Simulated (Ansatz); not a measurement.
Results of r²SCAN (Ansatz, a program for electronic structure, plane waves, PAW) for zinc-blende InSb.

The same calculation (at the measured cell, 33.996 Å³/atom) with different numerical settings:

```csv
run,k mesh,gap on the mesh (eV),total energy (eV/atom),rough time
1,4×4×4,0.234,-6055.6440,4 core-s
2,6×6×6,0.239,-6055.7050,4 core-s
3,8×8×8,0.239,-6055.7131,7 core-s
4,12×12×12,0.240,-6055.7150,20 core-s
5,16×16×16,0.240,-6055.7152,30 core-s
6,20×20×20,0.240,-6055.7152,40 core-s
```

In the column total energy (eV/atom) the first row differs from the last by +0.0712 and the next to last by 0.0000.

The last row is no converged limit: other settings stay fixed.

Spin–orbit coupling is not included.
